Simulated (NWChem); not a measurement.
hydrazine (N2H4); SMILES NN

Results from NWChem. Pople sets run with spherical d functions. Geometry: optimised at B3LYP/6-31G* (spherical d). B3LYP is NWChem's, with the RPA form of VWN correlation. Level: B3LYP/6-31G* with SMD (1 M gas to 1 M solution), gas-phase geometry.

Question: Predict the results for solvent water. Quantities: solvation free energy (kcal/mol); cavity-dispersion-structure term (kcal/mol); dipole in solution (D).

Answer: 
```json
{
 "solvation free energy (kcal/mol)": "-5.5",
 "cavity-dispersion-structure term (kcal/mol)": "2.8",
 "dipole in solution (D)": "2.61"
}
```
